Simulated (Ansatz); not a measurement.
Geometry optimisation, RKS PBE0/def2-SVP in Ansatz 0.2.0.

The input (input.yaml):

```yaml
crystal:
  periodic: [false, false, false]
  atoms:
    - { symbol: O, position_ang: [-1.4295, 1.4333, 1.317] }
    - { symbol: C, position_ang: [-1.073, 0.1954, 0.8421] }
    - { symbol: C, position_ang: [0.0716, 0.3467, -0.1307] }
    - { symbol: C, position_ang: [0.40877, 1.82258, -0.45978] }
    - { symbol: S, position_ang: [1.78655, 2.00989, -1.55382] }
    - { symbol: H, position_ang: [-1.7619, 2.012, 0.5308] }
    - { symbol: H, position_ang: [-0.7596, -0.3965, 1.7196] }
    - { symbol: H, position_ang: [-1.8849, -0.2687, 0.352] }
    - { symbol: H, position_ang: [0.90332, -0.21618, 0.1888] }
    - { symbol: H, position_ang: [-0.24641, -0.13482, -1.11465] }
    - { symbol: H, position_ang: [-0.49633, 2.35195, -0.78088] }
    - { symbol: H, position_ang: [0.66695, 2.29073, 0.53351] }
    - { symbol: H, position_ang: [1.166, 1.41435, -2.56364] }
basis:
  gaussian: { orbitals: def2-SVP }
hamiltonian:
  xc: pbe0
relax:
  f_tol: 0.015
  max_steps: 40
```

Command:

```bash
$ ansatz run input.yaml --threads 2 --pin off --max-ram 3072MiB --backend cpu --events-out ev --progress --plain --runs-dir out
```

Q: Where does it end, and by what steps?

A: The forces met the threshold. After 14 steps the energy has fallen by 0.704 eV; H6 moved furthest, 1.07 Å.

| step | energy less start (eV) | largest force component (eV/Å) | accepted |
| --- | --- | --- | --- |
| 0 | 0.0000 | 2.856 | yes |
| 1 | -0.4681 | 0.774 | yes |
| 2 | -0.5147 | 0.392 | yes |
| 3 | -0.5113 | 0.281 | no |
| 4 | -0.5212 | 0.078 | yes |
| 5 | -0.5310 | 0.085 | yes |
| 6 | -0.5420 | 0.092 | yes |
| 7 | -0.5612 | 0.125 | yes |
| 8 | -0.5912 | 0.163 | yes |
| 9 | -0.6363 | 0.568 | yes |
| 10 | -0.6907 | 0.214 | yes |
| 11 | -0.7010 | 0.080 | yes |
| 12 | -0.7019 | 0.093 | yes |
| 13 | -0.7039 | 0.017 | yes |
| 14 | -0.7041 | 0.010 | yes |

```xyz
13
Properties=species:S:1:pos:R:3
O -1.225 1.098 1.855
C -1.162 0.244 0.743
C 0.107 0.415 -0.083
C 0.244 1.804 -0.683
S 1.781 2.090 -1.611
H -1.446 1.983 1.550
H -1.197 -0.785 1.136
H -2.053 0.359 0.090
H 0.985 0.209 0.552
H 0.110 -0.341 -0.887
H -0.620 2.052 -1.322
H 0.277 2.559 0.119
H 1.551 1.174 -2.577
```

Whether the end is a true minimum wasn't checked by a vibrational analysis.

The run took 38 s on 2 threads of Intel(R) Xeon(R) Platinum 8488C (Sapphire Rapids) (shared host), peak memory 0.28 GiB.
